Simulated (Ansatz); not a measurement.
Compare A (`COCCF`) with its isomer B (`CCOCF`).

Isolated molecules relaxed with PBE0-D4/def2-TZVP in Ansatz; ΔE leaves out vibrations. CCSD(T)/CBS adds triple-zeta CCSD(T) − MP2 to the extrapolated MP2 energy (def2 sets, frozen cores). Functionals use def2-TZVPP. B3LYP here is the variant with VWN-RPA as its local correlation; programs differ in this. Each species was taken in one conformer, which may not be the lowest.

(1) Which isomer does CCSD(T)/CBS put lower? Give the gap. (Best estimate.)

(2) Give E(B) − E(A) in kcal/mol with HF/def2-TZVPP, r2SCAN-D4, CCSD(T)/def2-TZVPP, MP2/def2-TZVPP, ωB97M-V, LDA (SPW92), B3LYP-D4. (Best estimate.)

(3) Does the order hold for the free energy at 298.15 K (harmonic terms from PBE0-D4)? (Estimate.)

Largest T1 diagnostic: 0.011.

Results:

(1) Computed: B, by 10.5 kcal/mol.

(2) Computed: HF/def2-TZVPP -10.6, r2SCAN-D4 -11.0, CCSD(T)/def2-TZVPP -10.6, MP2/def2-TZVPP -11.0, ωB97M-V -10.4, LDA (SPW92) -11.1, B3LYP-D4 -10.0. None reverses the order clearly.

(3) The calculation gave: Yes: G(B) − G(A) = -10.3 kcal/mol, for one conformer each.

Leaving LDA and LC-ωPBE aside and taking each functional with its dispersion term where it has one, the values, not all of them listed here, spread over 1.3 kcal/mol, from PBE-QIDH to BLYP-D4.
